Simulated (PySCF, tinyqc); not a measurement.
Coupled-perturbed Hartree-Fock on RHF in the sto-3g basis, for BH, spin multiplicity 1, step by step. The lowest restricted solution is unstable here: a spin-polarised one lies 0.0139 hartree lower (PySCF). One step of it, computed by the program tinyqc.

Task: Iteration 1: building the Fock matrix. J_ij = sum D_kl (ij|kl), K_ij = sum D_kl (ik|jl); F = H + J - 0.5 K; E = tr D H + tr D J / 2 - 0.25 tr D K + E_nn.

D at the start:
```
            1B 1s      1B 2s    1B 2px    1B 2py     1B 2pz      2H 1s
1B 1s    2.104402  -0.342622  0.000000  0.000000   0.205044  -0.244935
1B 2s   -0.342622   1.297121  0.000000  0.000000  -0.696892   0.499871
1B 2px   0.000000   0.000000  0.000000  0.000000   0.000000   0.000000
1B 2py   0.000000   0.000000  0.000000  0.000000   0.000000   0.000000
1B 2pz   0.205044  -0.696892  0.000000  0.000000   1.444934   0.314934
2H 1s   -0.244935   0.499871  0.000000  0.000000   0.314934   0.518350
```

core Hamiltonian H = T + V (hartree):
```
             1B 1s      1B 2s     1B 2px     1B 2py     1B 2pz      2H 1s
1B 1s   -12.810159  -3.319050   0.000000   0.000000  -0.022477  -1.063310
1B 2s    -3.319050  -3.875490   0.000000   0.000000  -0.182495  -1.993482
1B 2px    0.000000   0.000000  -3.033549   0.000000   0.000000   0.000000
1B 2py    0.000000   0.000000   0.000000  -3.033549   0.000000   0.000000
1B 2pz   -0.022477  -0.182495   0.000000   0.000000  -3.175064  -1.721290
2H 1s    -1.063310  -1.993482   0.000000   0.000000  -1.721290  -2.857523
```

Two-electron integrals (ij|kl) in chemists' order, unique and non-zero (hartree):
```
(11|11) 2.923513   (21|11) 0.518376   (21|21) 0.109262   (22|11) 0.744229
(22|21) 0.193177   (22|22) 0.544804   (31|31) 0.020264   (32|31) 0.029996
(32|32) 0.120346   (33|11) 0.742491   (33|21) 0.193240   (33|22) 0.544682
(33|33) 0.586773   (41|41) 0.020264   (42|41) 0.029996   (42|42) 0.120346
(43|43) 0.031630   (44|11) 0.742491   (44|21) 0.193240   (44|22) 0.544682
(44|33) 0.523513   (44|44) 0.586773   (51|51) 0.020264   (52|51) 0.029996
(52|52) 0.120346   (53|53) 0.031630   (54|54) 0.031630   (55|11) 0.742491
(55|21) 0.193240   (55|22) 0.544682   (55|33) 0.523513   (55|44) 0.523513
(55|55) 0.586773   (61|11) 0.164424   (61|21) 0.034472   (61|22) 0.060927
(61|33) 0.060628   (61|44) 0.060628   (61|51) 0.002557   (61|52) 0.004618
(61|55) 0.061560   (61|61) 0.011233   (62|11) 0.334074   (62|21) 0.087709
(62|22) 0.265095   (62|33) 0.258172   (62|44) 0.258172   (62|51) 0.009655
(62|52) 0.054392   (62|55) 0.278711   (62|61) 0.029392   (62|62) 0.166223
(63|31) 0.009586   (63|32) 0.042545   (63|53) 0.010685   (63|63) 0.020430
(64|41) 0.009586   (64|42) 0.042545   (64|54) 0.010685   (64|64) 0.020430
(65|11) 0.290518   (65|21) 0.077398   (65|22) 0.246906   (65|33) 0.233723
(65|44) 0.233723   (65|51) 0.017084   (65|52) 0.089581   (65|55) 0.273021
(65|61) 0.027461   (65|62) 0.182204   (65|65) 0.216068   (66|11) 0.477045
(66|21) 0.127636   (66|22) 0.430495   (66|33) 0.404819   (66|44) 0.404819
(66|51) 0.018974   (66|52) 0.134870   (66|55) 0.481442   (66|61) 0.043935
(66|62) 0.327991   (66|65) 0.393921   (66|66) 0.774606
```

nuclear repulsion = 2.44536604 hartree

Give: Coulomb J; exchange K; Fock matrix F; total energy of this density.

Result:

Coulomb J (hartree):
```
         1B 1s  1B 2s  1B 2px  1B 2py  1B 2pz  2H 1s
1B 1s    8.519  1.732   0.000   0.000  -0.005  0.549
1B 2s    1.732  3.541   0.000   0.000   0.023  1.754
1B 2px   0.000  0.000   3.479   0.000   0.000  0.000
1B 2py   0.000  0.000   0.000   3.479   0.000  0.000
1B 2pz  -0.005  0.023   0.000   0.000   3.654  1.664
2H 1s    0.549  1.754   0.000   0.000   1.664  2.946
```

exchange K (hartree):
```
        1B 1s   1B 2s  1B 2px  1B 2py  1B 2pz  2H 1s
1B 1s   5.929   1.096   0.000   0.000   0.009  0.354
1B 2s   1.096   1.321   0.000   0.000  -0.078  0.831
1B 2px  0.000   0.000   0.279   0.000   0.000  0.000
1B 2py  0.000   0.000   0.000   0.279   0.000  0.000
1B 2pz  0.009  -0.078   0.000   0.000   1.391  0.796
2H 1s   0.354   0.831   0.000   0.000   0.796  1.245
```

Fock matrix F (hartree):
```
         1B 1s   1B 2s  1B 2px  1B 2py  1B 2pz   2H 1s
1B 1s   -7.256  -2.136   0.000   0.000  -0.032  -0.691
1B 2s   -2.136  -0.994   0.000   0.000  -0.121  -0.655
1B 2px   0.000   0.000   0.305   0.000   0.000   0.000
1B 2py   0.000   0.000   0.000   0.305   0.000   0.000
1B 2pz  -0.032  -0.121   0.000   0.000  -0.216  -0.455
2H 1s   -0.691  -0.655   0.000   0.000  -0.455  -0.534
```

total energy of this density = -24.66614 hartree
